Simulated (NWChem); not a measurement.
**hydrogen chloride (HCl)**

SMILES: Cl
```xyz
2

Cl     0.0000     0.0000     0.0716
H      0.0000     0.0000    -1.2180
```
Charge 0, spin multiplicity 1.

All runs are NWChem calculations. Structure: optimised with B3LYP/def2-SVP, a minimum by its harmonic frequencies.

Symmetry labels belong to the abelian group C2v used in the runs, with the axes of the coordinates shown; states degenerate in a higher group split over its labels.

The correlated methods keep 5 core orbitals frozen.

Question: List the 4 singlet excitations that EOM-CCSD/def2-SVPD, 5 core orbitals frozen gives, with oscillator strengths.

Answer: 
| state | symmetry | energy (eV) | wavelength (nm) | f |
|---|---|---|---|---|
| 1 | b1 | 7.94 | 156 | 0.026 |
| 2 | b2 | 7.94 | 156 | 0.026 |
| 3 | a2 | 11.05 | 112 | 0.000 |
| 4 | a1 | 11.05 | 112 | 0.000 |
These are the lowest roots of each symmetry, so higher states are missing between them.
